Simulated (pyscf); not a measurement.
Structures and frequencies: ωB97X-D3(BJ)/def2-SVP in PySCF. Correlated levels are frozen-core, on RHF or UHF. ΔMP2 is the change of the MP2 total energy from the triple- to the quadruple-zeta basis.

Task: Estimate by transition-state theory the rate constant of HO–AsH₂ (SMILES O[AsH2]) + SiH₂ (SMILES [SiH2]) [singlet] → O=AsH (SMILES O=[AsH]) + SiH₄ (SMILES [SiH4]) (singlet surface; H–O, As–H broken, H–Si, H–Si formed) at 600 K, with CCSD(T)/def2-TZVPP + ΔMP2(QZVPP) energies (ideal gas, 1 atm, RRHO with modes under 100 cm⁻¹ raised to 100, one conformer, R ln 2 for chiral ones without a mode under 150 cm⁻¹; no tunnelling).

Result: The electronic barrier is 6.5 kcal/mol and the thermal terms add +19.7, so ΔG‡ = 26.2 kcal/mol. With k_BT/h = 1.25e+13 s⁻¹ and RT = 1.192 kcal/mol, and a volume of 8.18e-20 cm³ per molecule at 1 atm, k = 2.9e-16 cm³ molecule⁻¹ s⁻¹. Wigner's tunnelling factor for 1411i cm⁻¹ would be 1.48, likely too low at so high a frequency. A shift of 1 kcal/mol in the barrier changes k by a factor 2.3. On the reactant side the descent ends in a bound adduct, 15.2 kcal/mol under the separated species and 18.7 kcal/mol under the saddle at ωB97X-D3(BJ)/def2-TZVP. At ωB97X-D3(BJ) the barrier from the zero used here is 3.5 kcal/mol. The same reactants have a lower exit, to HO–SiH₂–AsH₂ (barrier -15.2 kcal/mol at ωB97M-D3(BJ), against +8.2 kcal/mol here). O=AsH lies 7.5 kcal/mol over its isomer HO–As: [triplet] (electronic energy, ωB97M-D3(BJ)). This is the saddle that the search found; another between the same sides may lie lower. The CCSD(T) − MP2 part came from Ansatz, without density fitting, on the same reference. The frozen core leaves the outer d or s,p core shells of the metals and heavy elements correlated in the MP2 and CC values, and def2-TZVPP describes them poorly, which can shift differences by a few kcal/mol. Elements up to Kr have no core potential and no relativistic terms here.
